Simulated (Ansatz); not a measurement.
**NH3− (doublet): the correlation ladder at a displaced geometry (v2), aug-cc-pVDZ**

Aim: climb from Hartree-Fock through coupled cluster for NH3− (doublet) at one geometry and basis, and see what each rung misses.

Program: Ansatz 0.2.0, Gaussian basis. Level of theory: aug-cc-pVDZ, core rule «outside noble gas», up to 1 orbitals frozen. These are calculated values, not measurements.

Plan: UHF; CCSD(T) on ROHF; CCSD(T) on UHF; BCCD(T) on ROHF; CISD as a restricted active space (open shells left free, so some higher excitations enter); CCSDT(Q) on ROHF; CCSDT(Q) on UHF.

26 further runs of the same task are left out: 7 for a known fault of the program, 9 that didn't finish, 10 set aside as unsound or not needed. Runs told in other sessions of the task aren't counted.

## (1) What is computed

The geometry is a PBE0/def2-TZVPD stationary point (not a proven minimum) with its atoms shifted at random (size 0.100 Å).

4 atoms, charge -1, spin multiplicity 2.

Atoms are counted from 1 here; the program's logs count them from 0.

Bond lengths: N1–H2 0.882 Å, N1–H3 1.052 Å, N1–H4 1.098 Å. Angles: H2–N1–H3 105.9°, H2–N1–H4 101.9°, H3–N1–H4 103.3°.

## (2) UHF

in.yaml

```yaml
crystal:
  periodic: [false, false, false]
  atoms:
    - {symbol: N, position_ang: [0.017272, 0.008205, -0.073582]}
    - {symbol: H, position_ang: [0.781540, 0.011434, 0.366716]}
    - {symbol: H, position_ang: [-0.561295, 0.779046, 0.347992]}
    - {symbol: H, position_ang: [-0.460260, -0.904501, 0.307814]}
basis:
  gaussian: {orbitals: aug-cc-pVDZ}
total_charge: -1
magnetization: {spin_polarized: true, initial_magnetization: 1}
hamiltonian: {xc: hf}
output: {orbitals: {seedname: orbitals}}
```

Started as:

```sh
ansatz run in.yaml --threads 1 --pin off --events-out ev --progress --plain --max-ram 2393MiB
```

After this run come: CCSD(T) on ROHF; CCSD(T) on UHF; BCCD(T) on ROHF; CISD as a restricted active space (open shells left free, so some higher excitations enter); CCSDT(Q) on ROHF; CCSDT(Q) on UHF.

**Question.** What will the summary of the whole plan be? Wanted: UCCSDT(Q) from the RHF energy; RMP2 from UCCSDT(Q); UMP2 from UCCSDT(Q); RCCSD from UCCSDT(Q); RCCSD(T) from UCCSDT(Q); UCCSD(T) from UCCSDT(Q); RCCSDT(Q) from UCCSDT(Q); T1 diagnostic.

As calculated:

| quantity | value |
| --- | --- |
| UCCSDT(Q) from the ROHF energy | -6.2253 eV |
| RMP2 from UCCSDT(Q) | +620.2 meV |
| UMP2 from UCCSDT(Q) | +618.5 meV |
| RCCSD from UCCSDT(Q) | +197.3 meV |
| RCCSD(T) from UCCSDT(Q) | +22.7 meV |
| UCCSD(T) from UCCSDT(Q) | +22.7 meV |
| RCCSDT(Q) from UCCSDT(Q) | +0.4 meV |
| levels within 1 kcal/mol (43 meV) | RCCSD(T), UCCSD(T), BCCD(T), RCCSDT, UCCSDT, RCCSDT(Q) |
| T1 diagnostic | 0.019 |

RCCSD(T) misses by +22.7 meV, 0.4 % of the correlation energy. These misses are within one basis, not against nature; the frozen cores of restricted and unrestricted runs differ, which can shift their rows. The highest orbital lies above zero: the basis alone holds the extra electron.

With open shells the CI space here admits some higher excitations, so it is larger than plain CISD.
